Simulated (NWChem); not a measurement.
Program: NWChem. System: C2H6O, charge 1, spin multiplicity 2, at the geometry of a parent with another charge or spin, in a state set for the comparison that need not be this species' ground state. Its SCF solution wasn't tested for a lower state. Level: UMP2/def2-SVPD, 3 core orbitals frozen.

Output (cleaned and shortened):

```
             Northwest Computational Chemistry Package (NWChem) 7.3.0
             --------------------------------------------------------

                                NWChem Input Module
                                -------------------

 Scaling coordinates for geometry "geometry" by  1.889725989
 (inverse scale =  0.529177249)

                             Geometry "geometry" -> ""
                             -------------------------

 Output coordinates in angstroms (scale by  1.889725989 to convert to a.u.)

  No.       Tag          Charge          X              Y              Z
 ---- ---------------- ---------- -------------- -------------- --------------
    1 C                    6.0000    -1.19610300     0.13584800     0.24993300
    2 C                    6.0000     0.07819800    -0.42352600    -0.35337700
    3 O                    8.0000     1.22169700     0.31052100    -0.00340400
    4 H                    1.0000    -2.08032200    -0.42575700    -0.08992400
    5 H                    1.0000    -1.32480800     1.19209300    -0.03121300
    6 H                    1.0000    -1.17303800     0.07939000     1.35145900
    7 H                    1.0000     0.18241700    -1.49499400    -0.08394000
    8 H                    1.0000     0.01798800    -0.38779900    -1.45314000
    9 H                    1.0000     1.31162100     0.27896300     0.95465600

 Effective nuclear repulsion energy (a.u.)      81.8777838211

            Nuclear Dipole moment (a.u.)
            ----------------------------
        X                 Y               Z
 ---------------- ---------------- ----------------
     0.0000075589    -0.0000075589     0.0000037795


 Summary of "ao basis" -> "" (spherical)
 ------------------------------------------------------------------------------
       Tag                 Description            Shells   Functions and Types
 ---------------- ------------------------------  ------  ---------------------
 *                         def2-svpd                  on all atoms

 Summary of "ao basis" -> "ao basis" (spherical)
 ------------------------------------------------------------------------------
       Tag                 Description            Shells   Functions and Types
 ---------------- ------------------------------  ------  ---------------------
 C                         def2-svpd                 8       20   4s2p2d
 O                         def2-svpd                 9       23   4s3p2d
 H                         def2-svpd                 4        8   2s2p

                                 NWChem SCF Module
                                 -----------------

  ao basis        = "ao basis"
  functions       =   111
  atoms           =     9
  alpha electrons =    13
  beta  electrons =    12
  charge          =   1.00
  wavefunction    = UHF
  use symmetry    = F
  symmetry adapt  = F

 Summary of "ao basis" -> "ao basis" (spherical)
 ------------------------------------------------------------------------------
       Tag                 Description            Shells   Functions and Types
 ---------------- ------------------------------  ------  ---------------------
 C                         def2-svpd                 8       20   4s2p2d
 O                         def2-svpd                 9       23   4s3p2d
 H                         def2-svpd                 4        8   2s2p

 Forming initial guess at       0.1s

 Starting SCF solution at       0.1s

 ----------------------------------------------
         Quadratically convergent UHF

 Convergence threshold     :          1.000E-07
 Maximum no. of iterations :          100
 Integral*density screening:          1.000E-09
 ----------------------------------------------

              iter       energy          gnorm     gmax       time
             ----- ------------------- --------- --------- --------
                 1     -153.5930057629  4.05D-01  5.03D-02      1.7
  ga_iter_lsolve: convergence stagnant ... aborting solve

 Disabled NR: increased maxiter to 110

                 2     -153.6142176290  1.64D-01  3.22D-02      2.9
                 3     -153.6207680280  1.40D-01  1.86D-02      3.4
                 4     -153.6238282788  5.12D-02  5.91D-03      3.9
[...]
    3 O    8     8.19   1.99  1.14  0.69  0.05  2.71  1.48  0.06  0.02  0.04
    4 H    1     0.81   0.73  0.02  0.03  0.04
    5 H    1     0.86   0.74  0.05  0.03  0.03
    6 H    1     0.89   0.74  0.07  0.03  0.05
    7 H    1     0.81   0.72  0.05  0.03  0.02
    8 H    1     0.94   0.74  0.12  0.02  0.05
    9 H    1     0.61   0.65 -0.08  0.06 -0.03

  Mulliken analysis of the alpha density
  --------------------------------------

    Atom       Charge   Shell Charges
 -----------   ------   -------------------------------------------------------
    1 C    6     3.07   0.99  0.44 -0.03  0.02  1.05  0.52  0.02  0.06
    2 C    6     2.84   0.99  0.44 -0.04  0.04  0.98  0.36  0.04  0.03
    3 O    8     4.60   1.00  0.59  0.34  0.01  1.70  0.89  0.04  0.01  0.02
    4 H    1     0.41   0.36  0.01  0.01  0.02
    5 H    1     0.43   0.37  0.03  0.01  0.02
    6 H    1     0.44   0.37  0.04  0.01  0.02
    7 H    1     0.46   0.39  0.04  0.01  0.02
    8 H    1     0.46   0.37  0.05  0.01  0.02
    9 H    1     0.29   0.30 -0.04  0.03 -0.01

   Mulliken analysis of the beta density
   -------------------------------------

    Atom       Charge   Shell Charges
 -----------   ------   -------------------------------------------------------
    1 C    6     2.98   0.99  0.43 -0.03  0.02  1.00  0.49  0.02  0.06
    2 C    6     3.00   0.99  0.46 -0.03  0.04  1.01  0.43  0.03  0.07
    3 O    8     3.59   1.00  0.55  0.35  0.04  1.01  0.59  0.03  0.01  0.02
    4 H    1     0.41   0.36  0.01  0.01  0.02
    5 H    1     0.43   0.37  0.03  0.01  0.02
    6 H    1     0.45   0.37  0.04  0.01  0.02
    7 H    1     0.35   0.33  0.00  0.01  0.01
    8 H    1     0.47   0.37  0.06  0.01  0.03
    9 H    1     0.32   0.35 -0.05  0.03 -0.01

   Mulliken analysis of the spin density
   -------------------------------------

    Atom       Charge   Shell Charges
 -----------   ------   -------------------------------------------------------
    1 C    6     0.09   0.00  0.01 -0.00 -0.00  0.05  0.02  0.00  0.00
    2 C    6    -0.16  -0.00 -0.01 -0.02  0.01 -0.04 -0.08  0.01 -0.03
    3 O    8     1.01  -0.00  0.05 -0.00 -0.04  0.69  0.31  0.01 -0.00 -0.01
    4 H    1     0.00   0.00 -0.00  0.00  0.00
    5 H    1    -0.00  -0.00 -0.00  0.00  0.00
    6 H    1    -0.00  -0.00 -0.00  0.00  0.00
    7 H    1     0.11   0.06  0.04  0.00  0.01
    8 H    1    -0.01   0.00 -0.01 -0.00 -0.01
    9 H    1    -0.03  -0.05  0.01  0.00  0.00

       Multipole analysis of the density wrt the origin
       ------------------------------------------------

     L   x y z        total         alpha         beta         nuclear
     -   - - -        -----         -----         ----         -------
     0   0 0 0      1.000000    -13.000000    -12.000000     26.000000

     1   1 0 0      0.611406     -0.683265      1.294663      0.000008
     1   0 1 0     -0.217247     -0.297285      0.080046     -0.000008
     1   0 0 1      0.510383      0.259286      0.251093      0.000004

     2   2 0 0     -8.494782    -60.213954    -54.605109    106.324282
     2   1 1 0      0.245017     -2.420040     -1.480069      4.145126
     2   1 0 1      1.991176      4.848865      4.780597     -7.638286
     2   0 2 0    -11.685824    -17.362648    -15.857525     21.534350
     2   0 1 1      0.820549     -3.491044     -3.391002      7.702594
     2   0 0 2    -10.679472    -16.093796    -15.975192     21.389516

                   NWChem MP2 Semi-direct Energy/Gradient Module
                   ---------------------------------------------

  Basis functions       =    111
  Molecular orbitals    =    111
  Frozen core           =      3
  Frozen virtuals       =      0
  Active alpha occupied =     10
  Active beta occupied  =      9
  Active alpha virtual  =     98
  Active beta virtual   =     99
  Use MO symmetry       = F
  Use skeleton AO sym   = F

  AO/Fock/Back tols     =   1.0D-09  1.0D-09  1.0D-09

 GA uses MA = F    GA memory limited = T

 Available:
  local mem=  1.15D+08
 global mem=  1.31D+08
 local disk=  0.00D+00
  mp2_memr nvloc                    98
  nvloc new                    98
   1 passes of  10:        3145728                      50124                  20719525.
   1 passes of  10: M    114684363           G      131047358           F     111538635.

 Semi-direct pass number   1 of   1  for UHF alpha       at       13.4s
  vrange nnbf                  6212
  mp2_eaftype                    79  avail_ma_in_mb                   999
 EAF : mp2_eaftype filesize          79   10359763.
  mp2_eaf for mointskh                     79
Node 0 wrote     48.7 Mb in      0.0 s     Agg I/O rate:  2256.1 Mb/s
 Done moints_semi at       16.1s
  mp2_eaftype                    79  avail_ma_in_mb                   920
 EAF : mp2_eaftype filesize          79   10359763.
  mp2_eaf for kh                    79
 Done maket at       16.4s
 Done multipass loop at       16.4s

 GA uses MA = F    GA memory limited = T

 Available:
  local mem=  1.15D+08
 global mem=  1.31D+08
 local disk=  0.00D+00
  mp2_memr nvloc                    99
  nvloc new                    99
   1 passes of   9:        3145728                      47855                  18839774.
   1 passes of   9: M    114684363           G      131047358           F     111538635.

 Semi-direct pass number   1 of   1  for UHF beta        at       16.4s
  vrange nnbf                  6212
  mp2_eaftype                    71  avail_ma_in_mb                   999
 EAF : mp2_eaftype filesize          71    9419887.
  mp2_eaf for mointskh                     71
Node 0 wrote     44.3 Mb in      0.0 s     Agg I/O rate:  2232.5 Mb/s
 Done moints_semi at       19.1s
  mp2_eaftype                    71  avail_ma_in_mb                   928
 EAF : mp2_eaftype filesize          71    9419887.
  mp2_eaf for kh                    71
 Done maket at       19.3s
 Done multipass loop at       19.3s

          -------------------------------------------
          SCF energy                -153.624326276841
          Correlation energy          -0.450584089896
          Singlet pairs                0.000000000000
          Triplet pairs                0.000000000000
          Total MP2 energy          -154.074910366737
          -------------------------------------------

          ---------------------------------------------------
                    Spin Component Scaled (SCS) MP2
          Same spin pairs                     -0.103655925032
          Same spin scaling factor             0.333333333333
          Opposite spin pairs                 -0.346928164864
          Opposite spin scaling fact.          1.200000000000
          SCS-MP2 correlation energy          -0.450865772848
          Total SCS-MP2 energy              -154.075192049689
          ---------------------------------------------------

 -----------------------
 Performance information
 -----------------------

 Timer overhead =  1.89D-07 seconds/call

               Nr. of calls         CPU time (s)                 Wall time (s)                GFlops
             ---------------    -------------------     ------------------------------   -------------------
Name         Min   Avg   Max    Min     Avg     Max     Min     Avg     Max   Mx/calls   Min     Max     Sum
mp2: moin     2     2     2    5.4     5.4     5.4      5.4     5.4     5.4     2.7      0.0     0.0     0.0
mp2: make     2     2     2   0.46    0.46    0.46     0.46    0.46    0.46    0.23      0.0     0.0     0.0
mp2: tota     1     1     1    5.9     5.9     5.9      5.9     5.9     5.9     5.9      0.0     0.0     0.0

 The average no. of pstat calls per process was 5.00D+00
 with a timing overhead of 9.47D-07s

 Task  times  cpu:       19.3s     wall:       19.3s

 Total times  cpu:       19.3s     wall:       19.3s
```

Write an NWChem input that would produce this output.

Several could match; the one computed here: 
```
start mol
memory heap 200 mb stack 800 mb global 1000 mb
charge 1
geometry units angstroms nocenter noautoz noautosym
  C     -1.196103     0.135848     0.249933
  C      0.078198    -0.423526    -0.353377
  O      1.221697     0.310521    -0.003404
  H     -2.080322    -0.425757    -0.089924
  H     -1.324808     1.192093    -0.031213
  H     -1.173038     0.079390     1.351459
  H      0.182417    -1.494994    -0.083940
  H      0.017988    -0.387799    -1.453140
  H      1.311621     0.278963     0.954656
end
basis spherical
  * library def2-svpd
end
scf
  uhf
  nopen 1
  maxiter 100
  thresh 1e-7
  semidirect memsize 60000000 filesize 0
  # guess.movecs holds the orbitals of an unrestricted PBE0 run
  vectors input guess.movecs output mol.movecs
end
mp2
  freeze core 3
end
task mp2 energy
```
